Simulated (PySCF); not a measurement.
**SiH3PH2: geometry, spin-spin couplings**

Wanted: the spin-spin couplings of SiH3PH2 (`[SiH3]P`), by calculation.

The runs use PySCF 2.14.0, with density-fitted response routines of our own; the level of theory stands in each step. All values are computed, except where a source is named. Atoms are numbered from 0 throughout.

## (1) The starting structure

7 atoms, charge 0, multiplicity 1; geometry from: GFN2-xTB. The atoms were then displaced at random by about 0.01 Å, so the start is not that level's minimum.

Bonds of the start (Å): Si0–P1 2.21, Si0–H2 1.48, Si0–H3 1.45, Si0–H4 1.49, P1–H5 1.37, P1–H6 1.39.

## (2) Geometry optimisation at PBE0-D3(BJ)/def2-SVP

Job settings and geometry (Å):

```
{"job": {"xc": "PBE0", "basis": "def2-SVP", "d3": "d3bj", "grid": 1, "shake": 0.01, "kind": "geom"}, "charge": 0, "multiplicity": 1}
Si    -0.811580     0.035410    -0.028400
P      1.323060     0.187410    -0.592750
H     -1.505410    -0.763190    -1.058730
H     -1.021190    -0.528760     1.285710
H     -1.354500     1.420610    -0.060770
H      1.644660    -1.093930    -0.213680
H      1.758920     0.713350     0.618700
```

Launch:

```sh
$ OMP_NUM_THREADS=1 python probes_run.py task.json out
```

One launch serves the whole session: the jobs run in the order shown.

What it wrote:

```text
step   0  E = -633.38286756  max force = 0.024626
step   1  E = -633.38651525  max force = 0.005079
step   2  E = -633.38665355  max force = 0.000881
step   3  E = -633.38665901  max force = 0.000234
optimisation converged
```

Wall time 4 s (1 thread of Intel Xeon Platinum 8375C at 2.90GHz, shared host); peak memory 0.29 GiB.

Along the way:

| step | energy from step 0 (eV) | largest force component (eV/Å) |
| --- | --- | --- |
| 0 | 0.0000 | 1.2663 |
| 1 | -0.0993 | 0.2612 |
| 2 | -0.1030 | 0.0453 |
| 3 | -0.1032 | 0.0120 |

Distances of close pairs at the start and the end, largest changes first:

| bond | before (Å) | after (Å) | change (Å) |
| --- | --- | --- | --- |
| P1–H5 | 1.374 | 1.429 | +0.055 |
| Si0–P1 | 2.213 | 2.266 | +0.053 |
| Si0–H3 | 1.445 | 1.495 | +0.049 |
| P1–H6 | 1.391 | 1.429 | +0.039 |
| Si0–H2 | 1.477 | 1.494 | +0.017 |
| Si0–H4 | 1.488 | 1.494 | +0.006 |

The final coordinates are the input of the step that follows.

| at the end point | value |
| --- | --- |
| point group (found at 0.08 Å tolerance) | Cs |
| rotational constants (GHz, main isotopes) | 50.904, 5.512, 5.488 |
| dipole moment (D) | 0.86 |

## (3) J couplings: B3LYP/cc-pVTZ

Job settings and geometry (Å):

```
{"job": {"kind": "j", "xc": "B3LYP", "basis": "cc-pVTZ"}, "charge": 0, "multiplicity": 1}
Si    -0.726544     0.056036     0.012094
P      1.442863     0.197104    -0.626503
H     -1.450042    -0.781434    -0.991160
H     -0.920881    -0.538538     1.369781
H     -1.301951     1.434511     0.000189
H      1.744471    -1.142362    -0.230278
H      1.869614     0.755700     0.617990
```

With the program's defaults for keys left out, this is: B3LYP/cc-pVTZ indirect spin-spin coupling, non-relativistic, gas phase.

What it wrote:

```text
coarse grid: 6352 points
cycle   1  E = -633.9016471930  dE = -2.203e-01  |g| = 1.506e-01  |ddm| = 4.288e+00
cycle   2  E = -633.9041933326  dE = -2.546e-03  |g| = 9.857e-02  |ddm| = 6.416e-01
cycle   3  E = -633.9067496793  dE = -2.556e-03  |g| = 3.282e-02  |ddm| = 2.360e-01
cycle   4  E = -633.9070799613  dE = -3.303e-04  |g| = 3.249e-03  |ddm| = 6.225e-02
cycle   5  E = -633.9070835775  dE = -3.616e-06  |g| = 1.138e-03  |ddm| = 9.411e-03
final grid: 50712 points
cycle   6  E = -633.9141912492  dE = -6.196e-06  |g| = 1.288e-03  |ddm| = 2.927e-02
cycle   7  E = -633.9141911975  dE =  5.177e-08  |g| = 1.295e-03  |ddm| = 4.671e-03
cycle   8  E = -633.9141918132  dE = -6.157e-07  |g| = 1.259e-04  |ddm| = 2.503e-03
cycle   9  E = -633.9141918173  dE = -4.129e-09  |g| = 2.982e-05  |ddm| = 2.814e-04
cycle  10  E = -633.9141918176  dE = -2.365e-10  |g| = 8.587e-06  |ddm| = 6.928e-05
converged SCF energy = -633.9141918176

Indirect spin-spin couplings (Hz)
  i      j    bonds     total        FC       PSO       DSO        SD
  0 Si   1 P    1     43.640    45.892     7.080    -0.028    -9.304
  0 Si   2 H    1   -157.918  -158.241     0.406    -0.133     0.051
  0 Si   3 H    1   -162.513  -162.863     0.448    -0.130     0.033
  0 Si   4 H    1   -157.954  -158.277     0.406    -0.133     0.051
  0 Si   5 H    2      6.155     5.944     0.245     0.066    -0.101
  0 Si   6 H    2      6.165     5.954     0.245     0.066    -0.100
  1 P    2 H    2     28.285    28.780    -0.176    -0.343     0.024
  1 P    3 H    2     -1.815    -0.813    -0.299    -0.449    -0.253
  1 P    4 H    2     28.280    28.775    -0.176    -0.343     0.024
  1 P    5 H    1    116.061   108.300     8.380     0.286    -0.905
  1 P    6 H    1    116.008   108.242     8.387     0.286    -0.906
  2 H    3 H    2      6.255     7.256     0.924    -1.999     0.074
  2 H    4 H    2      1.129     2.130     0.926    -2.001     0.074
  2 H    5 H    3      0.074     0.192     0.249    -0.374     0.006
  2 H    6 H    3     11.042    12.292     0.889    -2.156     0.018
  3 H    4 H    2      6.257     7.259     0.925    -2.000     0.074
  3 H    5 H    3      4.422     4.286     0.059     0.063     0.013
  3 H    6 H    3      4.411     4.276     0.059     0.063     0.013
  4 H    5 H    3     11.049    12.298     0.889    -2.156     0.018
  4 H    6 H    3      0.090     0.206     0.248    -0.370     0.006
  5 H    6 H    2     -8.512    -8.676     1.064    -1.003     0.102
```

It took 7.3 s on 1 thread of Intel Xeon Platinum 8375C at 2.90GHz, shared host; peak memory 0.5 GiB.

This basis has no tight s functions, so the Fermi-contact terms are rough.

Couplings of 1 Hz or more, nine at most for each number of bonds, with means over like pairs (isotopes 1H, 31P, 29Si):

| pair | bonds | J (Hz) | Fermi contact (Hz) | measured size |
| --- | --- | --- | --- | --- |
| Si0–H2 | 1 | -159.5 | -159.8 | – |
| P1–H5 | 1 | 116.0 | 108.3 | 185.0 |
| Si0–P1 | 1 | 43.6 | 45.9 | – |
| P1–H2 | 2 | 18.2 | 18.9 | 16.4 |
| H5–H6 | 2 | -8.5 | -8.7 | – |
| Si0–H5 | 2 | 6.2 | 5.9 | – |
| H2–H3 | 2 | 4.5 | 5.5 | – |
| H2–H5 | 3 | 5.2 | 5.6 | – |

Measured values: solution, chloroform; James Dunlop Murdoch, Structures and Exchange Reactions of Silyl and Germyl Group V Derivatives, PhD thesis, University of Edinburgh, July 1972.

## (4) Spin-spin couplings: B3LYP/6-31G*

The job, as its differences from that of step 3:

```diff
@@ -1,2 +1,2 @@
-{"job": {"kind": "j", "xc": "B3LYP", "basis": "cc-pVTZ"}, "charge": 0, "multiplicity": 1}
+{"job": {"kind": "j", "xc": "B3LYP", "basis": "6-31G*"}, "charge": 0, "multiplicity": 1}
 Si    -0.726544     0.056036     0.012094
```

Method: B3LYP/6-31G* indirect spin-spin coupling, non-relativistic, gas phase.

What it wrote:

```text
coarse grid: 6352 points
cycle   1  E = -633.8730560674  dE = -2.115e-01  |g| = 1.197e-01  |ddm| = 2.133e+00
cycle   2  E = -633.8747712516  dE = -1.715e-03  |g| = 1.014e-01  |ddm| = 3.691e-01
cycle   3  E = -633.8787618701  dE = -3.991e-03  |g| = 1.300e-02  |ddm| = 1.893e-01
cycle   4  E = -633.8788369810  dE = -7.511e-05  |g| = 2.545e-03  |ddm| = 2.840e-02
cycle   5  E = -633.8788402193  dE = -3.238e-06  |g| = 5.857e-04  |ddm| = 6.169e-03
final grid: 50712 points
cycle   6  E = -633.8403478688  dE = -1.203e-06  |g| = 4.002e-04  |ddm| = 6.830e-03
cycle   7  E = -633.8403479094  dE = -4.062e-08  |g| = 2.601e-04  |ddm| = 1.331e-03
cycle   8  E = -633.8403479374  dE = -2.794e-08  |g| = 3.689e-05  |ddm| = 5.149e-04
cycle   9  E = -633.8403479378  dE = -4.704e-10  |g| = 1.139e-05  |ddm| = 7.496e-05
converged SCF energy = -633.8403479378

Indirect spin-spin couplings (Hz)
  i      j    bonds     total        FC       PSO       DSO        SD
  0 Si   1 P    1     12.630    15.106     6.327    -0.028    -8.775
  0 Si   2 H    1   -185.550  -185.730     0.754    -0.162    -0.411
  0 Si   3 H    1   -188.227  -188.432     0.785    -0.159    -0.421
  0 Si   4 H    1   -185.589  -185.769     0.754    -0.162    -0.411
  0 Si   5 H    2      6.595     6.526     0.054     0.061    -0.046
  0 Si   6 H    2      6.601     6.532     0.054     0.061    -0.046
  1 P    2 H    2     25.337    25.558     0.074    -0.336     0.041
  1 P    3 H    2     -1.631    -0.747    -0.283    -0.441    -0.161
  1 P    4 H    2     25.330    25.551     0.075    -0.336     0.040
  1 P    5 H    1    163.483   158.436     4.241     0.358     0.448
  1 P    6 H    1    163.338   158.284     4.249     0.359     0.446
  2 H    3 H    2      5.169     6.746     0.321    -1.924     0.025
  2 H    4 H    2     -0.443     1.134     0.326    -1.927     0.023
  2 H    5 H    3      0.036     0.309     0.057    -0.346     0.016
  2 H    6 H    3     10.963    12.646     0.436    -2.124     0.005
  3 H    4 H    2      5.173     6.751     0.321    -1.924     0.025
  3 H    5 H    3      4.441     4.376    -0.045     0.086     0.024
  3 H    6 H    3      4.431     4.367    -0.045     0.086     0.024
  4 H    5 H    3     10.968    12.651     0.436    -2.124     0.005
  4 H    6 H    3      0.054     0.324     0.057    -0.342     0.016
  5 H    6 H    2    -12.582   -12.151     0.352    -0.903     0.119
```

Run time: 2.4 s. Hardware: 1 thread of Intel Xeon Platinum 8375C at 2.90GHz, shared host; peak memory 0.4 GiB.

The basis is not made for couplings: without tight functions at the nuclei these values are rough.

Key values: J(Si0,H2) -186.5 Hz, J(P1,H5) 163.4 Hz, J(P1,H2) 16.3 Hz (means over like pairs).

## (5) Run by run: spin-spin couplings

Couplings (Hz), each a mean over the pairs like the one named, with basis size and wall time:

| run | Si0–H2 | P1–H5 | Si0–P1 | P1–H2 | H5–H6 | Si0–H5 | H2–H5 | functions | time |
| --- | --- | --- | --- | --- | --- | --- | --- | --- | --- |
| B3LYP/cc-pVTZ | -159.5 | 116.0 | 43.6 | 18.2 | -8.5 | 6.2 | 5.2 | 138 | 7.3 s |
| B3LYP/6-31G* | -186.5 | 163.4 | 12.6 | 16.3 | -12.6 | 6.6 | 5.1 | 46 | 2.4 s |
| measured size | – | 185.0 | – | 16.4 | – | – | – | – | – |

Measured: solution, chloroform; James Dunlop Murdoch, Structures and Exchange Reactions of Silyl and Germyl Group V Derivatives, PhD thesis, University of Edinburgh, July 1972.

## (6) What came out

| quantity | value |
| --- | --- |
| point group | Cs |
| rotational constants (main isotopes) | 50.90, 5.51, 5.49 GHz |
| largest coupling of the table (B3LYP/cc-pVTZ) | ¹J(Si,H) Si0–H2, -159.5 Hz |
| range of J(Si0,H2), mean over like pairs | -186.5 to -159.5 Hz |

In words: Relaxing lowered the energy by 0.103 eV in 3 steps; the close pair that moved most is P1–H5, from 1.374 to 1.429 Å. Of the pairs tabulated at B3LYP/cc-pVTZ, Si0–H2 (mean over like pairs) couples most strongly (-159.5 Hz; Fermi contact -159.8 Hz). The 2 measured couplings differ from the computed sizes by 35.4 Hz on average; vibrational averaging and surroundings are not included. The coupling Si0–H2, as a mean over pairs of its kind, runs from -186.5 Hz (B3LYP/6-31G*) to -159.5 Hz (B3LYP/cc-pVTZ). Couplings from bases without tight functions are rough.
